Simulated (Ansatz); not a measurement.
**GaPt: experiment and calculation**

**Measured values to compare with.**

“Observation of giant spin-split Fermi-arc with maximal Chern number in the chiral topological semimetal PtGa”, 2020, pmc:7184610 reports, for a bulk crystal of GaPt: lattice constant a 4.9114 ± 0.0003 Å.

How close the calculation comes is told below.

These are results of DFT r2SCAN, scalar-relativistic, plane waves, PAW in Ansatz 0.2.0, not measurements.

Plane waves to 500 eV, a k mesh through Γ of 8×8×8 on the computed 8-atom cell and Gaussian smearing (0.10 eV); no spin polarisation.

Relaxed structure, symmetry kept:

```cif
data_structure
_symmetry_space_group_name_H-M 'P 1'
_symmetry_Int_Tables_number 1
_cell_length_a 4.9191
_cell_length_b 4.9191
_cell_length_c 4.9191
_cell_angle_alpha 90.000
_cell_angle_beta 90.000
_cell_angle_gamma 90.000
_cell_volume 119.03
loop_
_atom_site_label
_atom_site_type_symbol
_atom_site_fract_x
_atom_site_fract_y
_atom_site_fract_z
_atom_site_occupancy
Ga1 Ga 0.09282 0.09282 0.09282 1
Ga2 Ga 0.40718 0.90718 0.59282 1
Ga3 Ga 0.90718 0.59282 0.40718 1
Ga4 Ga 0.59282 0.40718 0.90718 1
Pt1 Pt 0.39917 0.39917 0.39917 1
Pt2 Pt 0.10083 0.60083 0.89917 1
Pt3 Pt 0.60083 0.89917 0.10083 1
Pt4 Pt 0.89917 0.10083 0.60083 1
```

```json
{"Space group": "P2_13 (No. 198)", "Volume per atom": "14.88 Å³", "Formation energy from the elements' standard states (uncorrected)": "-0.674 eV/atom", "Generalised Kohn–Sham band gap": "none (metal)", "Density of states at the Fermi level": "1.50 states/eV per cell", "Löwdin character within 0.5 eV of the Fermi level": "Pt 5d 45 %, Ga 4p 35 %, Ga 4s 11 %, unprojected 4 %", "Bader charges (e)": "Ga (4 in the cell) 0.82, Pt (4 in the cell) -0.82"}
```

Spin-orbit coupling is left out, which matters for the bands of heavy elements.

Measured lattice constant a of GaPt: 4.9114 Å (the paper above). This calculation gives 4.919 Å (+0.2 %). The calculation is for 0 K without zero-point motion.

Cost: 9 runs of about 38 core-minutes in all, on Intel Xeon Platinum 8488C (Sapphire Rapids) (shared hosts).